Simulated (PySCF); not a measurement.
H: ionisation energy

H 1s1 (2S) → H⁺ (bare nucleus), as a difference of total energies. Calculation: PySCF 2.14, in def2-QZVPPD; no relativity, point nucleus. The calculations carry no spin-orbit coupling.

| method | ionisation energy (eV) |
| --- | --- |
| UHF | 13.605 |
| LDA | 13.024 |
| PBE | 13.604 |
| PBE0 | 13.641 |
| r2SCAN | 13.610 |
| TPSSh | 13.609 |
| wB97M-V | 13.458 |
| r2SCAN0 | 13.608 |
| M06-L | 13.705 |
| ROHF | 13.605 |

For comparison: 13.598 eV (theoretical estimate listed by NIST; NIST Atomic Spectra Database, ionization energies).
